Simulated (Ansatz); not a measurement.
Take InP in the zinc blende structure (space group F-43m, No. 216; a = 5.960 Å) as the base.

Calculations: PBE (Ansatz, an electronic-structure program, PAW, no spin-orbit coupling).

One thing is altered: every In is replaced by Al; the structure is relaxed again.

Measured band gap: InP 1.47 eV (static lattice; corrected from measurement; as listed in Wei Chen et al., Physical Review Materials (2018)); AlP 2.54 eV (static lattice; corrected from measurement; as listed in Wei Chen et al., Physical Review Materials (2018)).

Measured lattice parameter a: InP 5.858 Å (static lattice; corrected from measurement; as listed in Daniel Mejia-Rodriguez, S. B. Trickey, Phys. Rev. B (2018)); AlP 5.451 Å (static lattice; corrected from measurement; as listed in Daniel Mejia-Rodriguez, S. B. Trickey, Phys. Rev. B (2018)).

### Question
How well does PBE reproduce the measured shift?

### Answer
With PBE the band gap moves by +1.19 eV (0.44 → 1.63) against +1.07 eV measured; the lattice parameter a moves by -0.452 Å (5.960 → 5.508) against -0.407 Å measured.

Gaps are Kohn–Sham eigenvalue differences; semilocal functionals usually give less than the measured gap. Whether these cells are dynamically stable was not tested.
